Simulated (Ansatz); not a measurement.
A calculation on hcp Co returned lattice constant a 2.465 Å, lattice parameter c 3.882 Å, magnetic moment 1.69 μB.

For reference: lattice constant a 2.507 Å (measured, 293 K, no zero-point or thermal correction; as tabulated in Wikipedia's data pages); lattice parameter c 4.07 Å (measured, 293 K, not corrected to a static lattice; as tabulated in Wikipedia's data pages).

Which level of theory produced these numbers?
A. PBE (Ansatz, an electronic-structure program)
B. PBE0-D3(BJ) (Ansatz)
C. PBEsol-D3(BJ) (Ansatz)
D. LC-ωPBE (Ansatz)

D, LC-ωPBE (Ansatz)

The others give: PBEsol-D3(BJ) 2.436 Å, 3.936 Å, 1.55 μB; PBE 2.494 Å, 4.032 Å, 1.62 μB; PBE0-D3(BJ) 2.449 Å, 3.980 Å, 1.77 μB.

Unless a cell is named, each level is at its own relaxed cell (LC-ωPBE 10.21, PBE 10.86, PBE0-D3(BJ) 10.34, PBEsol-D3(BJ) 10.11 Å³/atom).

Spin-polarised runs: PBEsol-D3(BJ) (parallel moments), PBE (parallel moments), PBE0-D3(BJ) (parallel moments), LC-ωPBE (parallel moments).

Ansatz's density-functional and Hartree–Fock values are scalar-relativistic unless marked +SOC, with PAW data made under PBE.
